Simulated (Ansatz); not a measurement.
Species: CH₂O, charge 0, singlet. CH2O (formaldehyde, SMILES C=O).
B3LYP-D3(BJ)/def2-TZVP minimum from Ansatz (a program for electronic structure):
```
C
O 1 1.1989
H 1 1.1075 2 122.05
H 1 1.1075 3 115.91 2 180.00
```

Wanted: atomisation energy (electronic, to ground-state atoms), in kJ/mol. Radicals and triplets start from unrestricted determinants; spin-orbit coupling is neglected. CBS(X,Y): correlation extrapolated as X^-3, Hartree-Fock from the larger set (Q,5: extrapolated as (X+1)exp(-9√X)). A bracket is a step between two methods taken in the basis named. Functionals run without relativity, which enters their misses. 'core' is core correlation in cc-pwCVTZ, 'X2C' scalar relativity in cc-pVTZ-DK, both at CCSD(T). For partners of very few electrons the exact lower level stands in for a higher one.

CCSD(T)/CBS(cc-pVQZ,cc-pV5Z) + [CCSDT(Q) - CCSD(T)]/cc-pVQZ + [CCSDTQ - CCSDT(Q)]/cc-pVDZ + core + X2C (Ansatz) gives 1565.8 kJ/mol.

Question: How far off this value is PBE/def2-TZVPD (Ansatz), in which direction, and which of these levels come nearer: r2SCAN/def2-TZVPD, wB97M-V/def2-TZVPD, CCSD(T)/CBS(cc-pVQZ,cc-pV5Z) + core + X2C?

Answer: PBE gives 1612.7 kJ/mol, 46.9 kJ/mol above it. Differences of the others: r2SCAN/def2-TZVPD (Ansatz) -5.7; wB97M-V/def2-TZVPD (Ansatz) -1.1; CCSD(T)/CBS(cc-pVQZ,cc-pV5Z) + core + X2C (Ansatz) -0.2 kJ/mol. Nearer than PBE: r2SCAN/def2-TZVPD, wB97M-V/def2-TZVPD, CCSD(T)/CBS(cc-pVQZ,cc-pV5Z) + core + X2C.
